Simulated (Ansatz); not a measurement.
## HSiAs, quintet: the ladder up to UCCSDTQ

Geometry: that of the HSiAs, triplet, kept fixed. The triplet lies 1.6 eV lower here.

```xyz
3

Si    0.0000   -0.1044    1.5718
As    0.0000    0.0229   -0.6206
H     0.0000    1.2046    2.3294
```

Basis cc-pVDZ; Ansatz 0.2.0. Only valence electrons are correlated (noble-gas cores and the filled d shells of p-block atoms frozen), which leaves 10 electrons in 31 orbitals. R marks a restricted (for open shells ROHF) determinant, U an unrestricted one. Active spaces: valence = (10e, 9o) chosen from the atoms' valence shells. No spin–orbit coupling is included, and no scalar relativity.

Full CI isn't at hand for all of this; UCCSDTQ serves as the reference, and is uncertain by about the last step of the cluster series. The frozen core follows each run's orbitals, which can shift R against U totals by a few meV for light atoms and by up to 0.1 eV past Ca.

```
UHF ⟨S²⟩                          : 6.016
T1 diagnostic (RCCSD)             : 0.0249
largest doubles amplitude (RCCSD) : 0.034
T1 diagnostic (UCCSD)             : 0.0235
```

```
    level  E − E(UCCSDTQ) (kJ/mol)  wall time
      UHF                    429.9          –
     UMP2                     98.6          –
    UCCSD                     14.5          –
 UCCSD(T)                      3.4      2.2 s
   UCCSDT                      0.7          –
UCCSDT(Q)                      0.1       11 s
```

Run but not shown, since their state, orbitals or frozen core can't be matched to the reference's or they repeat it: RHF, RMP2, CISD, RCCSD, RCCSD(T), BCCD(T), RCCSDT, RCCSDT(Q), RCCSDTQ, CASSCF (valence space), NEVPT2 (valence space), MRCISD (valence space), MRCISD+Q (valence space), MRCISD+Q(relaxed) (valence space).

Times hold each run's SCF and search for its determinant on a shared host, so for small cases they say little of a method's own cost; they ran on 1 thread of AMD EPYC 7R13.

Natural occupations of CASSCF (valence space) about the gap: 1.982 1.973 1.002 1.002 1.000 0.999 0.028 0.023; effectively unpaired electrons, Σ n²(2−n)², 4.01.
